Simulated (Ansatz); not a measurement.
CH3O (SMILES C=[OH+]), charge 1, multiplicity 1, relaxed at each level with Ansatz (a quantum-chemistry and plane-wave program); harmonic frequencies from differences of analytic forces, average atomic masses, frozen cores.

Task: Give the equilibrium geometry, the harmonic frequencies and the zero-point energy at r2SCAN/def2-TZVPP.

Result: 
(charge 1, multiplicity 1):
```xyz
5

C     -0.5868     0.2123     0.0072
O      0.5471    -0.3039    -0.0054
H     -1.4229    -0.4864     0.0300
H     -0.7254     1.2958    -0.0040
H      1.3011     0.3250    -0.0259
```
Frequencies (cm⁻¹): 1031, 1116, 1243, 1382, 1481, 1656, 3071, 3219, 3573. Zero-point energy 25.41 kcal/mol.

Task: Give the equilibrium geometry, the harmonic frequencies and the zero-point energy at CCSD(T)/cc-pVTZ.

Result: 
(charge 1, multiplicity 1):
```xyz
5

C     -0.588     0.211     0.007
O      0.551    -0.309    -0.005
H     -1.424    -0.484     0.030
H     -0.720     1.293    -0.004
H      1.294     0.331    -0.026
```
Frequencies (cm⁻¹): 1037, 1119, 1246, 1398, 1487, 1663, 3108, 3253, 3615. Zero-point energy 25.63 kcal/mol.
